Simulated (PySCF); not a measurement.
# BH+: a composite coupled-cluster curve

What constants does extrapolated CCSD(T) give for BH+, and what does each step add?

Method: CCSD(T) on ROHF, no relativity in the base curves; scalar relativity is added as a correction; program: PySCF 2.14.0.

2 further runs of the same task are left out: 2 set aside as unsound or not needed.

**1. The job**

```yaml
molecule: BH+
state: doublet, unpaired electrons σ ↑
smaller_basis: B aug-cc-pVTZ, H aug-cc-pVTZ
larger_basis: B aug-cc-pVQZ, H aug-cc-pVQZ
frozen_core_orbitals: 1
extrapolation: correlation as n⁻³ (n = 3, 4), Hartree–Fock as (n+1)·exp(−9√n)
corrections: core–valence correlation, scalar relativity
distances_Å: 1.0687, 1.1173, 1.1658, 1.2144, 1.2630, 1.3237, 1.3844
masses_u: 11.0093, 1.0078
dissociation_limit: B+ + H
```

The run is started by

```sh
$ OMP_NUM_THREADS=4 python comp.py task.json out
```

**2. Coupled cluster at each distance**

Q: Predict the outcome of this session. Wanted: for each run, Re; ωe; ωexe; αe; De.

**Answer**, as computed:

| level | Re (Å) | ωe (cm⁻¹) | ωexe (cm⁻¹) | αe (cm⁻¹) | De (eV) |
| --- | --- | --- | --- | --- | --- |
| CCSD(T)/aug-cc-pVTZ(-PP) | 1.2065 | 2513.0 | 65.2 | 0.472 | 2.088 |
| CCSD(T)/aug-cc-pVQZ(-PP) | 1.2047 | 2525.0 | 65.0 | 0.468 | 2.121 |
| HF/CBS | 1.1803 | 2795.4 | 44.6 | 0.356 | 2.285 |
| MP2/CBS | 1.1890 | 2687.4 | 52.1 | 0.397 | 2.394 |
| CCSD/CBS | 1.2025 | 2546.2 | 63.4 | 0.459 | 2.115 |
| CCSD(T)/CBS | 1.2041 | 2530.3 | 64.7 | 0.466 | 2.139 |
| CCSD(T)/CBS+CV | 1.2019 | 2539.4 | 64.4 | 0.465 | 2.167 |
| CCSD(T)/CBS+CV+SR | 1.2019 | 2538.7 | 64.5 | 0.466 | 2.164 |

What this shows: The last step gives Re = 1.2019 Å, ωe = 2538.7 cm⁻¹ and De = 2.164 eV; the smaller basis alone is off from it by +4.6 mÅ and -0.08 eV. Near the minimum the mean field binds by 2.27 eV and correlation adds -0.13 eV of binding. T1 is 0.029. Spin–orbit coupling and excitations beyond (T) are left out.
